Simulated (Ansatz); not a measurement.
FOS−: where a starting geometry ends

The starting geometry of this gas-phase triplet was optimised with GFN2-xTB as a singlet; its bonds are those of `[O-]SF`.

```xyz
3

F    -1.9655    1.4250   -3.3361
O    -4.2082    0.1813   -2.4852
S    -2.7756   -0.1336   -2.8618
```

Where would you expect an optimisation with B3LYP-D4/def2-TZVPD to take it?

It loosens into OS + F, which stay close as a complex (formulas without charges). Contacts that open: F1–S3 (1.82 → 2.14 Å).

The energy falls by 0.93 eV over 11 steps:

```tsv
step	E − E(last) (eV)
1	0.931
2	0.730
3	0.363
4	0.337
5	0.291
7	0.183
8	0.006
9	0.000
10	0.000
11	0.000
```

Final geometry (Å):

```xyz
3

F    -1.4373    1.4923   -3.5025
O    -4.3672   -0.4067   -2.3497
S    -3.1449    0.3870   -2.8309
```

The end wasn't checked by frequencies. Open shells are spin-unrestricted. The triplet needn't be the ground state. Run with Ansatz 0.2.0, 39 s on 2 threads of Intel(R) Xeon(R) Processor @ 2.70GHz, with other jobs on the host.
